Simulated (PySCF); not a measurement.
Gas-phase reaction: 3 vinylsilane ⇌ (CH3)2SiH2 + 2 C2H2 (acetylene) + 2 SiH3, at 600 K and a standard pressure of 1 bar. Level: MP2/def2-SVP†.

Computed with PySCF and rigid-rotor harmonic-oscillator thermochemistry at 1 bar. † marks an energy on the PBE0/def2-TZVP geometry and frequencies. MP2 freezes the core. Open shells (unrestricted): SiH3 (multiplicity 2); the rest are closed-shell singlets. MP2 isn't extrapolated to the basis-set limit; its ΔH°(298 K) is 459.0 kJ in def2-SVP and 466.9 kJ in def2-TZVPP. The harmonic model lacks anharmonicity and excited electronic states, which grow with temperature; levels with a mode under 35 cm⁻¹ are left out. Internal rotation in vinylsilane, (CH3)2SiH2 is treated as a harmonic vibration of one conformer, which makes the entropy rough.

```csv
species,E (Ha),H(600 K) − E (kJ/mol),S°(600 K) (J/mol/K)
vinylsilane,-368.35570,221.4,355.8
(CH3)2SiH2,-369.59215,290.4,379.8
C2H2 (acetylene),-77.01772,96.2,235.4
SiH3,-290.62765,80.4,249.9
```
E: electronic energy; H − E holds the zero-point and thermal terms. 1 Ha = 2625.5 kJ/mol.

Problem. Work out ΔH°, ΔS°, ΔG° and log10 K from these numbers.

Solution. 1. ΔE = 1×(-369.59215) + 2×(-77.01772) + 2×(-290.62765) − 3×(-368.35570) = 0.18421 Ha = 483.6 kJ.
2. Δ(H − E) = 1×(290.4) + 2×(96.2) + 2×(80.4) − 3×(221.4) = -20.6 kJ, so ΔH° = 463.0 kJ.
3. ΔS° = 1×(379.8) + 2×(235.4) + 2×(249.9) − 3×(355.8) = 283.0 J/K; the number of gas molecules changes by +2.
4. ΔG° = ΔH° − TΔS° = 463.0 − 600×(283.0)/1000 = 293.2 kJ.
5. log10 K = −ΔG°/(RT ln 10) = -25.52, with RT ln 10 = 11.49 kJ/mol; at standard pressures the reactants are favoured.
6. A shift of 10 kJ in ΔE would move log10 K by 0.87 here.
For scale, ΔH°(298 K) is 459 kJ at this level, 502 kJ at ωB97M-V/def2-TZVP†, and runs from 402 to 563 kJ over the 20 levels computed.
